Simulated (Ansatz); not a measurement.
Voigt–Reuss–Hill shear modulus (GPa) of solids drawn from the class of oxides, at two levels: PBE (PAW; Ansatz, a first-principles code), and PBE0 (Ansatz, plane waves, PAW).

```csv
solid,PBE,PBE0
rock-salt BaO,35.2,37.7
cubic perovskite BaZrO₃,91.8,102
rutile TiO₂,109,126
rock-salt MgO,117,?
rutile SnO₂,84.3,101
cubic perovskite BaHfO₃,99.0,109
stishovite (SiO2),200,228
rock-salt SrO,55.2,?
rock-salt CaO,74.1,80.8
cubic perovskite KTaO₃,122,137
```

### Question
Estimate the withheld PBE0 values from the other rows.

### Answer
One way: carry over the typical ratio. The ratios PBE0 / PBE of the other rows, in order: 1.071, 1.090, 1.101, 1.111, 1.123, 1.140, 1.156, 1.198; median 1.1170. Rock-salt MgO: 117 × 1.1170 = 131 GPa; the run gives 132 GPa. Rock-salt SrO: 55.2 × 1.1170 = 61.7 GPa; the run gives 59.5 GPa. The ratios spread from 1.071 to 1.198, so such an estimate is rough.

Over all 10 rows PBE0 is the larger in 10.

Ansatz's runs of these crystals have no spin polarisation.

Spin–orbit coupling is left out, also for the solids with elements from indium on (rock-salt BaO, cubic perovskite BaZrO3, rutile SnO2, cubic perovskite BaHfO3, cubic perovskite KTaO3); its size isn't shown.

Each level is taken at its own relaxed cell. Ansatz's density-functional and Hartree–Fock values are scalar-relativistic unless marked +SOC, with PAW data made under PBE.
